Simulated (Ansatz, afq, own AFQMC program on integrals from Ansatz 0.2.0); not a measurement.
**HO⁺, singlet: AFQMC among the cluster methods**

```json
{"atom": "O", "x (Å)": "0.0000", "y (Å)": "0.0000", "z (Å)": "0.0000"}
{"atom": "H", "x (Å)": "0.0000", "y (Å)": "0.0000", "z (Å)": "1.9570"}
```

Basis cc-pVDZ. Noble-gas cores (and the filled d shells of Ga–Kr and In–Xe) are frozen. Ansatz 0.2.0 and our own AFQMC program on the same integrals; the CISD trial comes from CCSD amplitudes, and released means the phaseless constraint is let go. ± is one standard error of the sampling.

Determinant: RHF, the one that the program's search chose, which needn't be the lowest solution. The geometry is a point of a scan.

Full CI on the same integrals is exact in this basis and with this determinant's frozen core.

Cautions: another spin lies lower; restricted determinant unstable towards unrestricted (UHF 2.55 eV lower, ⟨S²⟩ 1.22); strong correlation (T1 0.041, weight of the determinant 0.80, largest double 0.40); the CCSDT(Q) amplitudes may be one of several solutions (largest double 0.96); the CCSDTQ amplitudes may be one of several solutions (largest double 0.98); the released energies are still falling, so no released level is given (meV from the phaseless value at times in 1/Eh: -16 ± 5 at 0.24, -28 ± 7 at 0.51, -38 ± 7 at 0.99, -60 ± 11 at 1.62, -99 ± 24 at 2.40); the determinant fills πx and πy unequally, so it mixes two states of the linear molecule, and each level undoes that mixture to a different degree, while full CI gives the lower state; CCSDTQ on the UHF determinant differs (2.58 eV lower), perhaps since the unrestricted series falls towards higher spin.

- T1 diagnostic: 0.0413
- weight of the determinant in the CISD state: 0.798
- size of the correlated space: 6 electrons in 18 orbitals

| level | correlation energy (eV) |
| --- | --- |
| MP2 | -3.6108 |
| CCSD | -4.5816 |
| CCSD(T) | -4.8561 |

(1) Estimate where phaseless AFQMC with a CISD trial lies against CCSD(T) on the same integrals.

(1) 2.23 ± 0.12 kcal/mol below CCSD(T).

Reference: full CI, correlation energy -5.094 eV. The cautions show a poor starting determinant, so the rows tell how each method copes with it here, and full CI is the sure value.

| level | E − E(reference) (kcal/mol) | share of correlation (%) |
| --- | --- | --- |
| CCSD(T) | 5.49 | 95.32 |
| CCSDT | 0.37 | 99.68 |
| CCSDT(Q) | -0.13 | 100.11 |
| CCSDTQ | 0.00 | 100.00 |
| ph-AFQMC/CISD | 3.27 ± 0.12 | 97.22 |

CCSDT and higher add their correlation energy to the determinant of the CCSD(T) run, since their own runs factorise the integrals more tightly (a shift of under 2 meV).
